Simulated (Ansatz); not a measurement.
# 1T (CdI2-type) PtSe2

Calculation: B3LYP (VWN-RPA form) (Ansatz, a first-principles code, plane waves, PAW).

Settings: plane-wave cutoff 460 eV, 9×9×6 k mesh (along the axes of the cell as run), Fermi–Dirac smearing 0.01 eV, scalar-relativistic PAW data made under PBE.

Cell (relaxed at this level):

Space group P-3m1 (No. 164); a = 3.7556 Å, b = 3.7556 Å, c = 9.1034 Å, α = 90.00°, β = 90.00°, γ = 120.00°

```
atom  site  symmetry       x       y       z
----  ----  --------  ------  ------  ------
Pt      1a      -3m.  0.0000  0.0000  0.0000
Se      2d       3m.  0.3333  0.6667  0.1453
```

```yaml
band_gap: 2.25 eV
smallest_direct_gap_on_the_k_points_sampled: 2.46 eV
direct gap at Γ: 3.91 eV
```

Measured, for comparison: band gap 0 eV (temperature not stated, no zero-point or thermal correction, semimetal, ARPES; as tabulated in Two-dimensional noble-metal chalcogenides and phosphochalcogenides, Angew. …).

Note: the cell comes from a level without a dispersion term, which matters for the spacing of layers, chains or molecules; the cell has widely spaced layers and the level no dispersion term, so their spacing and the moduli can rest on weak binding.

Spin–orbit coupling is not included; with these elements it can move the gap by several tenths of an eV or more.

Computed values are for the static lattice.

Cost on a shared machine: around 4 core-hours (rough).
